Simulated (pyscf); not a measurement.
# Four-centre exchange: H₃Si–O–PH₂ + H₂ → H₃Si–O–PH₂ + H₂

Gas phase, singlet surface, charge 0. Bonds broken: Si3–H9, H6–H10. Bonds formed: Si3–H6, H9–H10. Structures and frequencies: ωB97X-D3(BJ)/def2-SVP in PySCF.

Transition state (Å):

```xyz
10

P     -1.5420    -1.5464     0.9557
O     -1.3752    -0.7685    -0.5075
Si    -0.1728     0.3606    -0.8943
H     -2.8985    -1.1995     1.2458
H     -1.9160    -2.8345     0.4677
H      0.6387     1.8255    -1.0566
H      0.9781    -0.1018    -0.0767
H     -0.3490     0.3634    -2.3634
H     -1.1344     1.5349    -0.0051
H     -0.3498     1.9304    -0.4176
```

One imaginary mode, 1390i cm⁻¹; descent along it reached the two sides named.

| bond | change | reactant side (Å) | saddle | product side |
|---|---|---|---|---|
| Si3–H9 | breaks | 1.492 | 1.759 | 3.3 |
| H6–H10 | breaks | 0.760 | 1.182 | 3.6 |
| Si3–H6 | forms | 3.1 | 1.683 | 1.485 |
| H9–H10 | forms | 2.8 | 0.971 | 0.760 |

Electronic energies relative to the separated reactants (kJ/mol):

```json
[
 {"level": "ωB97X-D3(BJ)/def2-TZVP", "barrier": "244.9", "reaction energy": "0.0", "reverse barrier": "244.9"},
 {"level": "PBE/def2-TZVP", "barrier": "208.8", "reaction energy": "0.0", "reverse barrier": "208.8"},
 {"level": "r²SCAN/def2-TZVP", "barrier": "221.2", "reaction energy": "0.0", "reverse barrier": "221.2"},
 {"level": "B3LYP-D3(BJ)/def2-TZVP", "barrier": "240.8", "reaction energy": "0.0", "reverse barrier": "240.8"},
 {"level": "PBE0-D3(BJ)/def2-TZVP", "barrier": "221.1", "reaction energy": "0.0", "reverse barrier": "221.1"},
 {"level": "M06-2X/def2-TZVP", "barrier": "253.7", "reaction energy": "0.0", "reverse barrier": "253.7"},
 {"level": "ωB97M-D3(BJ)/def2-TZVP", "barrier": "241.5", "reaction energy": "0.0", "reverse barrier": "241.5"},
 {"level": "HF/def2-TZVP", "barrier": "315.1", "reaction energy": "0.0", "reverse barrier": "315.1"}
]
```

With ωB97M-D3(BJ)/def2-TZVP energies and thermal terms (ideal gas, 1 atm, RRHO with modes under 100 cm⁻¹ raised to 100, one conformer, R ln 2 for chiral ones without a mode under 150 cm⁻¹), in kJ/mol:

```tsv
T (K)	ΔH‡	ΔG‡	ΔH	ΔG
298	244.6	279.8	0.0	0.0
600	240.9	317.0	0.0	0.0
900	240.0	355.4	0.0	0.0
1200	240.6	393.8	0.0	0.0
```

At the saddle there is also a short H–Si contact that neither side keeps. H₃Si–O–PH₂ lies 23.9 kJ/mol over its isomer HO–SiH₂–PH₂ (electronic energy, ωB97M-D3(BJ)/def2-TZVP). This is the saddle that the search found; another between the same sides may lie lower.
